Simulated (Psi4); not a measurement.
**SClO2F (sulfuryl chloride fluoride): a line through the functionals**

SClO2F: 5 atoms, total charge 0, spin state singlet. SMILES: `O=S(=O)(F)Cl`. The coordinates come from a PBE0-D4/def2-TZVP relaxation.

The dipole moment y, in D, basis def2-SVP; a is the functional's share of exact exchange. Programs: Psi4 1.11.

| functional | program | a | y (D) |
| --- | --- | --- | --- |
| PBE | Psi4 | 0 | 1.32 |
| r2SCAN | Psi4 | 0 | 1.37 |
| TPSSh | Psi4 | 0.1 | 1.36 |
| B3LYP | Psi4 | 0.2 | ? |
| PBE0 | Psi4 | 0.25 | 1.49 |
| BHLYP | Psi4 | 0.5 | 1.74 |

Problem. Fit y = c + s·a to the known rows and predict B3LYP.

Solution. 
1. Means of the 5 rows: a = 0.1700, y = 1.456.
2. Σ(Δa)² = 0.178, Σ(Δa·Δy) = 0.1409, so the slope is 0.1409/0.178 = 0.79157.
3. Intercept: 1.456 − (0.79157) × 0.1700 = 1.321. The largest residual of the fit is 0.049.
4. B3LYP: 1.321 + (0.79157) × 0.2 = 1.48 D.

The run gave 1.52 D, so the prediction is off by -0.04 D, within the largest residual. More exact exchange makes the molecule more polar here. The rows mix families of semi-local functionals, which the line can't see.
